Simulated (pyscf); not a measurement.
Optimised with ωB97X-D3(BJ)/def2-SVP in PySCF.

Q: Estimate the classical barrier height and the reaction energy of `[GeH4]` + `[ClH]` -> `[Cl][GeH3]` + `[H][H]` at ωB97M-D3(BJ)/def2-TZVP. The step runs on the singlet surface, breaks Ge–H, Cl–H and forms Cl–Ge, H–H; take the separated reactants as zero.

A: ΔE‡ = 41.6 kcal/mol, ΔE = -11.6 kcal/mol. Zero-point energy shifts the barrier by +0.5 kcal/mol. It is a four-centre exchange, with an imaginary mode of 1103i cm⁻¹. This is the saddle that the search found; another between the same sides may lie lower. Elements up to Kr have no core potential and no relativistic terms here.
